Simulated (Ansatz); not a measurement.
```yaml
crystal:
  periodic: [false, false, false]
  atoms:
    - {symbol: B, position_ang: [-1.330471, 0.177336, -0.003363]}
    - {symbol: P, position_ang: [0.430116, -0.101303, 0.001255]}
    - {symbol: H, position_ang: [1.053045, 1.210928, -0.002491]}
basis:
  gaussian: {orbitals: def2-TZVP}
magnetization: {spin_polarized: true, initial_magnetization: 3}
hamiltonian: {xc: pbe0}
relax: {f_tol: 0.004, max_steps: 80}
```

```sh
$ ansatz run in.yaml --threads 1 --pin off --events-out ev --progress --plain --max-ram 2176MiB
```

Steps of the relaxation (energy above the last step; positions in Å, forces in eV/Å):

```
3
step 1, 61.3 meV
B    -1.330    0.177   -0.003   -1.325    0.372   -0.004
P     0.430   -0.101    0.001    1.529   -0.403    0.005
H     1.053    1.211   -0.002   -0.204    0.031   -0.001
```

```
3
step 2, 18.5 meV
B    -1.322    0.205   -0.003   -0.810    0.138   -0.002
P     0.459   -0.130    0.001    0.844   -0.011    0.002
H     1.016    1.212   -0.003   -0.033   -0.127    0.000
```

```
3
step 3, 0.6 meV
B    -1.351    0.203   -0.004    0.030    0.026    0.000
P     0.477   -0.128    0.001    0.041    0.041    0.000
H     1.026    1.212   -0.003   -0.071   -0.068    0.000
```

```
3
step 5, 0.0 meV
B    -1.345    0.208   -0.004    0.000    0.000    0.000
P     0.482   -0.130    0.001   -0.001   -0.002    0.000
H     1.016    1.209   -0.003    0.001    0.002    0.000
```

Close pairs at the end: P2–H3 1.442 Å, B1–P2 1.858 Å.

A stationary point of unrestricted PBE0 after 5 steps, with ⟨S²⟩ = 3.756 against 3.75 for a pure state; no frequencies were run, so it isn't proven a minimum. 11 s on 1 thread of Arm Neoverse V1, shared host.
